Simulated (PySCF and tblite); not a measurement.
Results of a calculation; reference values are marked as such.
C₄H₆, numbered as in [CH2:1]=[CH:2][CH:3]=[CH2:4].

Geometries PBE0-D3(BJ)/def2-SVP; weights from PBE0-D3(BJ)/def2-TZVP energies and GFN2-xTB thermal corrections, with symmetry numbers and mirror pairs. Conformers within 4 kcal/mol (GFN2-xTB free energy) were kept, 5 at most. GIAO shieldings: PBE0/pcSseg-1. Shifts are against TMS (¹H), TMS (¹³C) at the same level; of two unlike H on one atom, a is the less shielded. Programs: PySCF with density fitting and tblite.

Q: Predict the averaged NMR shifts at 298.15 K.

A: ¹H: 6.44 (H2/H3, 2H), 5.47 (H1a/H4a, 2H), 5.41 (H1b/H4b, 2H) ppm. ¹³C: 146.3 (C2/C3), 126.0 (C1/C4) ppm.

Q: How do the conformers differ?

A: Torsions listed: C1–C2–C3–C4. Of a mirror pair one member is shown.
```csv
conformer,shape,weight %
1,180°,99.2
2,27°,0.8
```

| signal | 1 | 2 | average |
| --- | --- | --- | --- |
| H1a/H4a | 5.46 | 5.90 | 5.47 |
| H1b/H4b | 5.41 | 5.36 | 5.41 |
| H2/H3 | 6.44 | 6.31 | 6.44 |
| C1/C4 | 126.0 | 122.1 | 126.0 |
| C2/C3 | 146.3 | 143.0 | 146.3 |

Shifts are unscaled: against experiment ¹³C can be off by 15 ppm or more and ¹H by 0.8 ppm.
